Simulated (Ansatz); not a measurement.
## Molecular dynamics of AlH2O2

The input (input.yaml):

```yaml
crystal:
  periodic: [false, false, false]
  atoms:
    - { symbol: O, position_ang: [-1.730887, -0.887898, -0.090207] }
    - { symbol: Al, position_ang: [-0.213431, -0.156477, -0.012306] }
    - { symbol: O, position_ang: [1.462736, -0.255339, 0.266788] }
    - { symbol: H, position_ang: [-1.556758, 0.742613, -0.410398] }
    - { symbol: H, position_ang: [2.088241, 0.483401, 0.204822] }
magnetization:
  spin_polarized: true
  initial_magnetization: 1
basis:
  gaussian: { orbitals: def2-SVP }
hamiltonian:
  xc: pbe
  dispersion: d4
md:
  timestep: 0.5
  n_steps: 200
  ensemble: nve
  temperature: 100.0
  initial_velocities: maxwell_boltzmann
  seed: 2958
```

Launched with:

```bash
$ ansatz run input.yaml --threads 1 --pin off --max-ram 2048MiB --backend cpu --events-out ev --progress --plain --runs-dir out
```

It starts at the highest image of a converged band. Of that band: Neighbouring images differ by up to 2.0 eV, so the band resolves the path poorly. A vibrational analysis at the climbing image gives one clearly imaginary mode, 913i cm⁻¹: a first-order saddle point.

Output, in part (step lines, the closing report, with atoms numbered from 0):

```
md step     0: t =     0.00 fs  T =   100.0 K  F+E_penalty+E_count = -10709.58128336 eV  E_kin = 0.038778 eV  conserved = -10709.54250536 eV  (29 SCF iters)
md step     1: t =     0.50 fs  T =    99.0 K  F+E_penalty+E_count = -10709.58089047 eV  E_kin = 0.038397 eV  conserved = -10709.54249376 eV  (31 SCF iters)
md step     2: t =     1.00 fs  T =    96.5 K  F+E_penalty+E_count = -10709.57988790 eV  E_kin = 0.037422 eV  conserved = -10709.54246595 eV  (31 SCF iters)
md step     3: t =     1.50 fs  T =    93.5 K  F+E_penalty+E_count = -10709.57870561 eV  E_kin = 0.036271 eV  conserved = -10709.54243450 eV  (31 SCF iters)
md step     4: t =     2.00 fs  T =    91.3 K  F+E_penalty+E_count = -10709.57783269 eV  E_kin = 0.035421 eV  conserved = -10709.54241219 eV  (31 SCF iters)
md step     5: t =     2.50 fs  T =    90.8 K  F+E_penalty+E_count = -10709.57761645 eV  E_kin = 0.035210 eV  conserved = -10709.54240691 eV  (31 SCF iters)
md step     6: t =     3.00 fs  T =    92.1 K  F+E_penalty+E_count = -10709.57813793 eV  E_kin = 0.035719 eV  conserved = -10709.54241870 eV  (31 SCF iters)
md step     7: t =     3.50 fs  T =    94.8 K  F+E_penalty+E_count = -10709.57921124 eV  E_kin = 0.036771 eV  conserved = -10709.54243982 eV  (31 SCF iters)
[... lines left out ...]
Total energy: -10710.73754290 eV, -393.6123447028 hartree
Atom 0 at    -1.270955    -1.139288    -0.057035 Å, force     7.417463    -0.787145     1.720396 eV/Å
Atom 1 at    -0.242804     0.323875    -0.011711 Å, force    -1.463360    -1.060000    -0.102434 eV/Å
Atom 2 at     1.090349    -0.658594     0.209813 Å, force     2.959899     0.089651     0.500670 eV/Å
Atom 3 at    -2.068782    -0.894892    -0.252414 Å, force    -8.630249     1.947426    -1.998190 eV/Å
Atom 4 at     1.996983    -0.346313     0.408710 Å, force    -0.283753    -0.189931    -0.120443 eV/Å
Dipole moment:     0.045027     0.597051    -0.019622 e Å
```

The steps, from the saved trajectory:

```
time (fs)  T (K)  potential energy less start (eV)  conserved less start (meV/atom)
      0.0    100                             0.000                             0.00
      3.0     92                             0.003                             0.02
      6.0    114                            -0.005                             0.03
      9.0    253                            -0.059                             0.06
     12.0    869                            -0.297                             0.28
     15.0   3219                            -1.216                            -1.26
     18.0   3735                            -1.419                            -1.84
     21.0   2312                            -0.856                             0.29
     24.0   2446                            -0.908                             0.26
     27.0   2903                            -1.084                             0.66
     30.0   3388                            -1.280                            -0.96
     33.0   1473                            -0.530                             0.51
     36.0   4273                            -1.634                            -3.15
     39.0   4443                            -1.703                            -3.66
     42.0   2021                            -0.743                             0.39
     45.0   2709                            -1.012                             0.01
     48.0   2612                            -0.973                             0.14
     51.0   2834                            -1.065                            -0.97
     54.0   1605                            -0.582                             0.39
     57.0   4208                            -1.598                            -1.05
     60.0   4429                            -1.679                             0.00
     63.0   3754                            -1.416                             0.15
     66.0   3420                            -1.286                             0.30
     69.0   3506                            -1.316                             1.02
     72.0   4073                            -1.545                            -0.87
     75.0   2580                            -0.959                             0.54
     78.0   4146                            -1.582                            -2.68
     81.0   4342                            -1.655                            -2.01
     84.0   1547                            -0.559                             0.44
     87.0   3190                            -1.207                            -1.81
     90.0   1131                            -0.400                            -0.09
     93.0   1244                            -0.443                             0.05
     96.0   1422                            -0.511                             0.36
     99.0   3732                            -1.421                            -2.47
```

The run went to its last step. The conserved energy stayed within 4.2 meV per atom of its start (net change 2.3 meV per atom), so there is no drift, though single steps change it by up to 23 meV in the whole system, a sign of fast motions only just resolved. The system heated up, since it started high on the potential surface and ran downhill. A run of 0.1 ps of so small a system gives no equilibrium averages.

The step under study would form Al2–H4 and break O1–H4. These pairs go: Al2–H4 1.66 → 2.21 Å, O1–H4 1.67 → 0.86 Å. In the last frame they stand as before the step (other bonds may differ from the relaxed reactants and products). These pairs come and go: their bonding changes 19 times, last at 96 of 100 fs, so the outcome isn't settled. It ends as one piece, AlH2O2. Pairs count as bonded within 1.25 times the sum of covalent radii (0.12 Å more for H–H).

Last frame:

```xyz
5
Properties=species:S:1:pos:R:3
O -1.271 -1.139 -0.057
Al -0.243 0.324 -0.012
O 1.090 -0.659 0.210
H -2.069 -0.895 -0.252
H 1.997 -0.346 0.409
```

Run time: 5.5 min on 1 thread of Intel(R) Xeon(R) Processor @ 2.70GHz, on a shared host, peak memory 0.13 GiB.
